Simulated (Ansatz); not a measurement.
bcc W was calculated with r²SCAN-D4 (Ansatz, a quantum-chemistry and plane-wave program, PAW).

Run with plane-wave cutoff 500 eV, 32×32×32 k mesh, Fermi–Dirac smearing 0.1 eV, no spin polarisation, scalar-relativistic PAW data made under PBE.

Computed at the level's own relaxed cell.

Question: Estimate the volume per atom and lattice parameter a that the calculation returns.

Answer: 
* **volume per atom**: 15.82 Å³/atom
* **lattice parameter a**: 3.163 Å

Measured, for comparison: equilibrium volume per atom 15.78 Å³/atom, lattice constant a 3.16 Å (static lattice: zero-point anharmonic expansion removed; as tabulated in Mejia-Rodriguez and Trickey (2018), arXiv:1807.09216). Computed (rounded) less measured: equilibrium volume per atom +0.3 %, lattice constant a +0.1 %.

Spin–orbit coupling is not included.

Computed values are for the static lattice.

It cost very roughly 110 core-seconds of CPU time.
